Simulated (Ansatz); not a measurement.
**Si2, triplet: the ladder up to UCCSDT(Q)**

Geometry: a point of a stretch scan, not a stationary point.

| atom | x (Å) | y (Å) | z (Å) |
| --- | --- | --- | --- |
| Si | 0.0000 | 0.0000 | 0.0000 |
| Si | 0.0000 | 0.0000 | 2.5330 |

Basis cc-pVDZ; Ansatz 0.2.0. Correlated methods freeze the noble-gas cores, which leaves 8 electrons in 26 orbitals. Prefix R: restricted or restricted open-shell reference; prefix U: unrestricted. Active spaces: pair = (4e, 4o) about the gap; valence = (8e, 8o) chosen from the atoms' valence shells.

Full CI isn't at hand for all of this; UCCSDT(Q) serves as the reference, and is uncertain by about the last step of the cluster series. The frozen core follows each run's orbitals, which can shift R against U totals by a few meV.

HF rows are the lowest solutions found. Coupled cluster chose its determinant by trial CCSD, here up to 0.06 eV above the lowest Hartree–Fock solution of its kind, and MP2 stands on that determinant too.

```
UHF ⟨S²⟩                            : 2.229
⟨S²⟩ of the determinant under UCCSD : 2.014
T1 diagnostic (RCCSD)               : 0.0223
largest doubles amplitude (RCCSD)   : 0.126
T1 diagnostic (UCCSD)               : 0.0209
```

```csv
level,E − E(UCCSDT(Q)) (kJ/mol),share of correlation (%),wall time
RHF,479.8,0.00,–
RMP2,114.7,76.10,–
UMP2,116.4,75.75,–
RCCSD,32.5,93.22,–
UCCSD,32.2,93.30,–
RCCSD(T),7.5,98.44,5.5 s
UCCSD(T),7.6,98.42,10 s
BCCD(T),7.6,98.41,5.5 s
RCCSDT,2.5,99.48,–
UCCSDT,2.5,99.48,–
RCCSDT(Q),0.1,99.99,12 s
```

The correlation energy at UCCSDT(Q), counted from RHF, is -4.972 eV. That run took 19 s on 1 thread of Arm Neoverse V1, shared host.

Run but not shown, since their state or frozen core can't be matched to the reference's or they repeat it: UHF, CISD, CASSCF (pair space), NEVPT2 (pair space), MRCISD (pair space), MRCISD+Q (pair space), CASSCF (valence space), NEVPT2 (valence space), MRCISD (valence space), MRCISD+Q (valence space).

Times hold each run's SCF and search for its determinant on a shared host, so for small cases they say little of a method's own cost; they ran on 1 thread of Arm Neoverse V1.

Natural occupations of CASSCF (valence space) about the gap: 1.975 1.955 1.938 0.970 0.970 0.066 0.066 0.060; effectively unpaired electrons, Σ n²(2−n)², 2.07.
